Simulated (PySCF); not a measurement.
Estimate the missing entries of this data sheet.

Species: AlH₄ (charge -1).
Numbering: `[AlH4-:1]` (hydrogens: H2, H3, H4, H5 on Al1)

| property | level | value |
| --- | --- | --- |
| point group | PBE0-D3(BJ)/def2-TZVP | ? |
| rotational constants A, B, C | PBE0-D3(BJ)/def2-TZVP | ? |
| HOMO energy | B97-2/pcSseg-2 | -2.10 eV |
| LUMO energy | B97-2/pcSseg-2 | ? |
| 1H chemical shifts (computed TMS as zero) by class | GIAO B97-2/pcSseg-2 | 3.36 (H2/H3/H4/H5) ppm |
| isotropic shieldings of nuclei other than C and H, by class | GIAO B97-2/pcSseg-2 | ? |

The electronic properties come from PySCF, for the isolated species, density fitting. Isolated species at its PBE0-D3(BJ)/def2-TZVP geometry, gas phase. No diffuse functions stand in pcSseg-2, which bears on an anion's orbital energies.

Give the rotational constants A, B, C.

69.406, 69.358, 69.332 GHz.

The point group?

Td.

What is the LUMO energy?

5.45 eV.

Give the isotropic shieldings of nuclei other than C and H, by class.

492 (Al1) ppm.

The rotational constants are those of a spherical top; the small spread among constants that symmetry makes equal is optimisation noise. With B = h/(8π²I), that is 505.379 GHz u Å² over I, the principal moments of inertia are 7.3, 7.3 and 7.3 u Å² (most abundant isotopes); the inertial defect Ic − Ia − Ib is -7.3 u Å² (zero for a rigid planar frame, negative otherwise).
